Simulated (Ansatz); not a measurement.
# hcp against fcc along the alkaline-earth metals

The calculation used Ansatz 0.2.0, DFT, PBEsol, plane waves (420 eV) with PAW, scalar-relativistic. (PAW data from PBE, frozen cores regenerated.)

Each structure is relaxed within its symmetry, in the lowest magnetic state of the tried starts. Differences under about 8 meV lie within the error of the k-point mesh.

```csv
element,E(hcp) − E(fcc) (meV/atom),V(hcp) (Å³/atom),V(fcc) (Å³/atom),state of hcp,state of fcc
Be,-80,7.84,7.80,spin not included,spin not included
Mg,-12,22.50,22.67,spin not included,spin not included
Ca,6,40.83,40.60,spin not included,spin not included
Sr,5,52.42,52.23,spin not included,spin not included
Ba,-6,57.93,58.50,spin not included,spin not included
```
